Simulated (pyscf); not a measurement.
## Insertion: `[CH3][F]` + `[F][C][F]` [singlet] -> `[F][CH2][CH]([F])[F]`

Gas phase, singlet surface, charge 0. Bonds broken: C1–H3. Bonds formed: C1–C7, H3–C7. Structures and frequencies: ωB97X-D3(BJ)/def2-SVP in PySCF. Correlated levels are frozen-core, on RHF or UHF. ΔMP2 is the change of the MP2 total energy from the triple- to the quadruple-zeta basis.

Transition state (Å):

```xyz
8

C     -1.2902    -0.3557     0.2713
F     -1.1913     0.3459     1.4179
H      0.0976    -0.4396    -0.2086
H     -2.0674     0.0389    -0.3989
H     -1.3822    -1.4398     0.4563
F     -0.0152     1.6191    -0.7319
C      0.1711     0.3487    -1.0542
F     -0.5171     0.0781    -2.1611
```

One imaginary mode, 1400i cm⁻¹; descent along it reached the two sides named.

```
bond   change  reactant side (Å)  saddle  product side
-----  ------  -----------------  ------  ------------
C1–H3  breaks              1.071   1.471         2.189
C1–C7   forms                3.8   2.095         1.515
H3–C7   forms                3.0   1.158         1.104
```

Electronic energies relative to the separated reactants (eV):

```
level                             barrier  reaction energy  reverse barrier
--------------------------------  -------  ---------------  ---------------
ωB97X-D3(BJ)/def2-TZVP               1.67            -2.64             4.31
PBE/def2-TZVP                        1.08            -2.62             3.70
r²SCAN/def2-TZVP                     1.15            -2.74             3.90
B3LYP-D3(BJ)/def2-TZVP               1.43            -2.59             4.02
PBE0-D3(BJ)/def2-TZVP                1.29            -2.81             4.11
M06-2X/def2-TZVP                     1.56            -2.71             4.27
ωB97M-D3(BJ)/def2-TZVP               1.67            -2.53             4.19
HF/def2-TZVP                         2.66            -2.35             5.01
MP2/def2-QZVPP                       1.49            -2.79             4.29
CCSD/def2-TZVPP                      1.76            -2.58             4.35
CCSD(T)/def2-TZVPP                   1.57            -2.57             4.15
CCSD(T)/def2-TZVPP + ΔMP2(QZVPP)     1.54            -2.60             4.14
```

With CCSD(T)/def2-TZVPP + ΔMP2(QZVPP) energies and thermal terms (ideal gas, 1 atm, RRHO with modes under 100 cm⁻¹ raised to 100, one conformer, R ln 2 for rigid chiral ones), in eV:

```
T (K)   ΔH‡   ΔG‡     ΔH     ΔG
-----  ----  ----  -----  -----
298    1.52  1.99  -2.45  -1.95
600    1.55  2.45  -2.44  -1.45
900    1.58  2.89  -2.40  -0.96
1200   1.61  3.33  -2.36  -0.49
```

F–CH₂–CH(F)–F lies 0.86 eV over its isomer H₃C–C(F)(F)–F, and others may lie lower still (electronic energy, ωB97M-D3(BJ)). This is the saddle that the search found; another between the same sides may lie lower. The CCSD(T) − MP2 part came from Ansatz, without density fitting, on the same reference.
